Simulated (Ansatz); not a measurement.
How far each method lies from UCCSDT(Q) for HN–CH, quartet

Geometry: a PBE0/def2-TZVP stationary point for this spin, not checked as a minimum.

```xyz
4

N    -0.0301   -0.1308    0.6612
C     0.1162    0.1026   -0.7459
H    -0.2826    0.7427    1.1410
H    -0.6838   -0.1484   -1.4423
```

Basis cc-pVDZ; Ansatz 0.2.0. Only valence electrons are correlated (noble-gas cores frozen), which leaves 11 electrons in 36 orbitals. Prefix R: restricted or restricted open-shell reference; prefix U: unrestricted. Active spaces: pair = (5e, 5o) about the gap; valence = (11e, 10o) chosen from the atoms' valence shells.

Full CI isn't at hand for all of this; UCCSDT(Q) serves as the reference, and is uncertain by about the last step of the cluster series. The frozen core follows each run's orbitals, which can shift R against U totals by a few meV.

For open shells CISD is restricted-active-space CI with the open shells as a complete middle space.

```
UHF ⟨S²⟩                          : 3.763
T1 diagnostic (RCCSD)             : 0.0236
largest doubles amplitude (RCCSD) : 0.023
T1 diagnostic (UCCSD)             : 0.0195
```

```csv
level,E − E(UCCSDT(Q)) (kJ/mol),share of correlation (%),wall time
RHF,684.9,0.00,–
UHF,667.0,2.62,–
RMP2,99.4,85.49,–
UMP2,100.2,85.36,–
CISD,56.6,91.74,3.9 s
RCCSD,18.3,97.33,–
UCCSD,18.0,97.38,–
RCCSD(T),3.2,99.53,2.7 s
UCCSD(T),3.1,99.54,2.6 s
BCCD(T),3.2,99.53,1.3 s
RCCSDT,1.2,99.83,–
UCCSDT,1.0,99.85,–
RCCSDT(Q),0.2,99.97,31 s
CASSCF (pair space),632.8,7.60,–
NEVPT2 (pair space),102.8,84.99,0.57 s
CASSCF (valence space),488.1,28.73,–
NEVPT2 (valence space),93.1,86.40,3.3 s
MRCISD (valence space),30.3,95.57,–
MRCISD+Q (valence space),3.4,99.50,10 s
```

The correlation energy at UCCSDT(Q), counted from RHF, is -7.098 eV. That run took 29 s on 1 thread of Arm Neoverse V1, shared host.

Times hold each run's SCF and search for its determinant on a shared host, so for small cases they say little of a method's own cost; they ran on 1 thread of Arm Neoverse V1.

Natural occupations of CASSCF (valence space) about the gap: 1.981 1.976 1.971 1.004 1.001 0.999 0.028 0.025 0.020; effectively unpaired electrons, Σ n²(2−n)², 3.01.
